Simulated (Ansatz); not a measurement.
The input, for Ansatz 0.2.0:

```yaml
crystal:
  periodic: [false, false, false]
  atoms:
    - {symbol: P, position_ang: [0.000079, -0.000045, -0.032941]}
    - {symbol: H, position_ang: [1.354052, 0.014506, 0.340675]}
    - {symbol: H, position_ang: [-0.690409, 1.166785, 0.334178]}
    - {symbol: H, position_ang: [-0.666085, -1.179917, 0.337423]}
basis:
  gaussian: {orbitals: 6-31G}
total_charge: 1
magnetization: {spin_polarized: false, initial_magnetization: 1}
correlation: {method: fic_mrcisd_q, electrons: outside_noble_gas, active_space: {window: {electrons: 7, orbitals: 7}, shells: [{species: H, l: s, shell: 1}, {species: P, l: s, shell: 3}, {species: P, l: p, shell: 3}]}}
```

```sh
$ ansatz run in.yaml --threads 1 --pin off --events-out ev --progress --plain --max-ram 2393MiB
```

Log:

```
389 factors; integrals over basis functions are off by at most 3.8e-8 eV
mean field evaluation 1: about -9308.1827 eV, gradient 7.8e0 eV
mean field evaluation 2: about -9308.1840 eV, gradient 7.8e0 eV
mean field evaluation 4: about -9308.4734 eV, gradient 2.5e-1 eV
mean field evaluation 8: about -9308.4738 eV, gradient 2.1e-6 eV
mean field -9308.47380826 eV, -342.0801029432 hartree, gradient 2.9e-6 eV, S^2 0.750000; 0 other end points of the search recorded, 0 dependent functions left out
reference -9308.47380826 eV, -342.0801029432 hartree; 9, 8 occupied and 10, 11 virtual orbitals, 389 factors
state -9310.00410106 eV, -342.1363401665 hartree
contracted CI cycle   1: correlation 0.00000000 eV, 0.0000000000 hartree, residual 4.81e0 eV
contracted CI cycle   2: correlation -0.45219261 eV, -0.0166177719 hartree, residual 1.05e0 eV
contracted CI cycle   3: correlation -0.47065468 eV, -0.0172962405 hartree, residual 1.85e-1 eV
contracted CI cycle   4: correlation -0.47122436 eV, -0.0173171758 hartree, residual 4.06e-2 eV
contracted CI cycle   5: correlation -0.47124915 eV, -0.0173180869 hartree, residual 8.38e-3 eV
contracted CI cycle   6: correlation -0.47125037 eV, -0.0173181315 hartree, residual 1.63e-3 eV
contracted CI cycle   7: correlation -0.47125041 eV, -0.0173181331 hartree, residual 2.60e-4 eV
state -9310.00410106 eV, -342.1363401665 hartree; corrected -9310.48029833 eV, -342.1538400935 hartree
Total energy: -9310.48029833 eV, -342.1538400935 hartree
Checks for a lower state left out: starts, orbital_swaps
```

Natural occupations: 1.9831 1.9675 1.9675 1.0002 0.0318 0.0249 0.0249.

For the same geometry and basis full CI lies 5.4 meV lower.

Ran on 1 thread of Arm Neoverse V1, shared host: 1.5 s wall, 0.12 GiB peak host memory.
